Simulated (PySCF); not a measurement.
Reaction (SMILES): N#N (N2) + H+ → [NH+]#N
B3LYP-D3(BJ)/def2-TZVP geometries, fixed; electronic energies without zero-point terms; positive where energy is released.

Effect of the SCF energy threshold at HF/def2-SVP with PySCF, against the last row, where the proton affinity is 121.11 kcal/mol.

```tsv
setting	SCF cycles, largest species	largest shift of a total energy (mEh)	shift of the proton affinity (kcal/mol)
conv_tol: 1e-4	6	0.000	0.000
conv_tol: 1e-5	6	0.000	0.000
conv_tol: 1e-6	7	0.000	0.000
conv_tol: 1e-7	8	0.000	0.000
conv_tol: 1e-11	10	0.000	0.000
```

Within 0.02 kcal/mol in the proton affinity: conv_tol: 1e-4; conv_tol: 1e-5; conv_tol: 1e-6; conv_tol: 1e-7. The largest shift is 0.000 mEh in a total energy and 0.000 kcal/mol in the difference.
